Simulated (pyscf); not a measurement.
`[CH2]=[Si]([Cl])[Cl]` + `[H][H]` → `[CH3][SiH]([Cl])[Cl]`, an addition across a multiple bond or ene-type step (singlet surface; H–H broken, C–H, H–Si formed). Optimised with ωB97X-D3(BJ)/def2-SVP in PySCF. Energies in kcal/mol from the separated reactants.

Small-basis levels: PySCF, no dispersion term, spherical d functions. AM1 to PM7: differences of heats of formation from MOPAC, which are fitted to 298 K values and so differ in kind from electronic energies by zero-point and thermal terms. GFN2-xTB: tblite. Cost: rough CPU time at the saddle relative to B3LYP/6-31G*, from one job on a shared machine.

```json
[
 {"level": "HF/STO-3G", "barrier": "89.4", "reaction energy": "-111.1", "cost": "0.05"},
 {"level": "MP2/6-31G*", "barrier": "40.8", "reaction energy": "-66.9", "cost": "0.1"},
 {"level": "BP86/6-31G*", "barrier": "28.1", "reaction energy": "-64.5", "cost": "2"},
 {"level": "B3LYP/STO-3G", "barrier": "71.2", "reaction energy": "-90.3", "cost": "0.5"},
 {"level": "B3LYP/6-31G*", "barrier": "32.9", "reaction energy": "-67.6", "cost": "1"},
 {"level": "PBE/def2-SVP", "barrier": "20.9", "reaction energy": "-65.1", "cost": "1"},
 {"level": "B3LYP/def2-SVP", "barrier": "27.2", "reaction energy": "-66.5", "cost": "1"},
 {"level": "GFN2-xTB", "barrier": "41.1", "reaction energy": "-66.0", "cost": "under 0.02"},
 {"level": "AM1", "barrier": "55.6", "reaction energy": "-29.1", "cost": "under 0.02"},
 {"level": "PM3", "barrier": "36.9", "reaction energy": "-34.1", "cost": "under 0.02"},
 {"level": "PM6", "barrier": "2.5", "reaction energy": "-39.0", "cost": "under 0.02"},
 {"level": "PM7", "barrier": "68.8", "reaction energy": "-5.8", "cost": "under 0.02"},
 {"level": "ωB97M-D3(BJ)/def2-TZVP", "barrier": "25.5", "reaction energy": "-67.1", "cost": "–"}
]
```

Against the last row the barrier runs from -23.0 (PM6) to +63.9 kcal/mol (HF/STO-3G). ωB97M-D3(BJ)/def2-TZVP has limits of its own. At the saddle there is also a short H–Si contact that neither side keeps. This is the saddle that the search found; another between the same sides may lie lower.
